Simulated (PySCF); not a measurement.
# Fluorine: a sound run and one with changed settings

Sound run: F [He] 2s2 2p5, F⁺ [He] 2s2 2p4. All numbers are calculated (PySCF 2.14, scalar relativity by spin-free X2C-1e, in jorge-DZP-DKH (4s2p1d, 15 functions)). In the sound run the correlated levels freeze 1s2. The sound run starts from symmetry-adapted Hartree-Fock orbitals and uses a fine grid where one is needed.

Changed run: basis STO-3G, all-electron and non-relativistic. This setting is unsound on purpose.

```json
{"species": "F", "method": "UHF", "sound run (hartree)": "-99.48387", "changed run (hartree)": "-97.98651", "converged": "yes"}
{"species": "F", "method": "MN15", "sound run (hartree)": "-99.77434", "changed run (hartree)": "-97.84561", "converged": "yes"}
{"species": "F", "method": "PBE", "sound run (hartree)": "-99.73790", "changed run (hartree)": "-98.16853", "converged": "yes"}
{"species": "F", "method": "MP2", "sound run (hartree)": "-99.61690", "changed run (hartree)": "-97.98651", "converged": "yes"}
{"species": "F⁺", "method": "UHF", "sound run (hartree)": "-98.90751", "changed run (hartree)": "-97.52349", "converged": "yes"}
{"species": "F⁺", "method": "MN15", "sound run (hartree)": "-99.13005", "changed run (hartree)": "-97.33201", "converged": "yes"}
{"species": "F⁺", "method": "PBE", "sound run (hartree)": "-99.09363", "changed run (hartree)": "-97.65881", "converged": "yes"}
{"species": "F⁺", "method": "MP2", "sound run (hartree)": "-98.99788", "changed run (hartree)": "-97.52349", "converged": "yes"}
```

Ionisation energy of F:

```json
{"method": "UHF", "sound run (eV)": "15.684", "changed run (eV)": "12.599"}
{"method": "MN15", "sound run (eV)": "17.532", "changed run (eV)": "13.976"}
{"method": "PBE", "sound run (eV)": "17.532", "changed run (eV)": "13.870"}
{"method": "MP2", "sound run (eV)": "16.844", "changed run (eV)": "12.599"}
{"method": "SCS-MP2", "sound run (eV)": "16.787", "changed run (eV)": "12.599"}
```

A minimal basis cannot let orbitals breathe on ionisation and holds almost no correlation. The Hamiltonian changed with the basis, so the totals do not compare.

For comparison, NIST gives 17.423 eV between the lowest levels.
